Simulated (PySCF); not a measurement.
## Gas-phase XPS of `N[SiH2][PH3+]`, computed

Compound: H7NPSi (charge +1).
Z-matrix (Å and degrees, PBE0-D3(BJ)/def2-SVP geometry), rows numbered from 1:
```
N 
Si  1  1.6823
P   2  2.3885  1  109.05
H   1  1.0150  2  123.44  3   -93.18
H   1  1.0150  2  123.56  3    92.01
H   2  1.4801  1  114.45  3   109.41
H   2  1.4802  1  114.76  3  -109.38
H   3  1.4134  2  114.11  1    65.36
H   3  1.4133  2  113.85  1   -53.52
H   3  1.4147  2  115.75  1  -174.03
```

Method used: PySCF, delta-SCF UKS SCAN, pcX-2 on the ionised atom, pcseg-1 elsewhere, spin-free X2C. Each binding energy is the total energy of the core-ionised species, with the hole localised on one atom, minus that of the ground state; both are solved self-consistently, so orbital relaxation is included.

**Question.** List the computed XPS lines with their assignment.

**Answer.** 
```tsv
atom(s)	bonded to	level	binding energy (eV)	2p1/2 (eV)	count
N1	2 H and Si	N 1s	409.75	–	1
Si2	N, 2 H and P	Si 2p3/2	112.73	113.36	1
Si2	N, 2 H and P	Si 1s	1852.65	–	1
P3	3 H and Si	P 2p3/2	143.35	144.24	1
P3	3 H and Si	P 1s	2156.87	–	1
```

**Question.** Which photon energy gives electrons from Si 2p3/2 of Si2 a kinetic energy of 20 eV, and what is their de Broglie wavelength?

**Answer.** hν = 112.73 + 20 = 132.73 eV, recoil neglected; λ = 12.264 Å/√(E/eV) = 2.74 Å.

**Question.** Which effective nuclear charge Zeff reproduces each element's mean 1s value in the hydrogen-like formula E = 13.606 eV × Zeff²?

**Answer.** N (Z = 7): mean 409.7 eV, Zeff = 5.49, Z − Zeff = 1.51; Si (Z = 14): mean 1852.6 eV, Zeff = 11.67, Z − Zeff = 2.33; P (Z = 15): mean 2156.9 eV, Zeff = 12.59, Z − Zeff = 2.41. Means run over the listed sites, weighted by atom count.

2p3/2 and 2p1/2 are the ΔSCF energy of one spin-free 2p hole plus the eigenvalues of a spin–orbit and ligand-field matrix of the shell. 2p1/2 minus 2p3/2 (ligand field included): Si 0.63 eV, P 0.89 eV. The species carries charge +1, so core ionisation leaves charge +2. Geometry: PBE0-D3(BJ)/def2-SVP, one conformer, isolated ion.
